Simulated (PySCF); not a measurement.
B(OH)3, optimised at B3LYP/6-31G*:

```xyz
7

O     -1.0094    -0.4537    -1.1222
B     -0.5001    -0.3921     0.1503
O      0.3603    -1.3650     0.5926
O     -0.8511     0.6423     0.9804
H     -1.5983     0.2944    -1.2945
H      0.5163    -2.0265    -0.0960
H     -0.4183     0.5557     1.8414
```

Computed with PySCF (xtb for GFN2) and rigid-rotor harmonic-oscillator thermochemistry at 1 bar. 6-31G* has spherical d functions here. All species are closed-shell singlets. B3LYP is the form with VWN-RPA correlation.

### Question
List the harmonic frequencies (cm⁻¹, unscaled) at this level and at the other levels, each on its own geometry.

### Answer
- B3LYP/6-31G*: 427, 427, 433, 540, 540, 672, 878, 1037, 1037, 1044, 1489, 1489, 3793, 3793, 3793
- GFN2-xTB: 386, 386, 512, 529, 529, 617, 846, 959, 959, 961, 1313, 1313, 3654, 3658, 3658
- HF/6-31G*: 458, 458, 478, 569, 569, 742, 927, 1112, 1112, 1118, 1573, 1573, 4118, 4118, 4121
- PBE/def2-SVP: 402, 424, 424, 510, 510, 650, 863, 994, 994, 996, 1456, 1456, 3759, 3759, 3759
- PBE0/def2-TZVP: 428, 428, 442, 535, 535, 679, 886, 1019, 1019, 1019, 1479, 1479, 3903, 3903, 3904
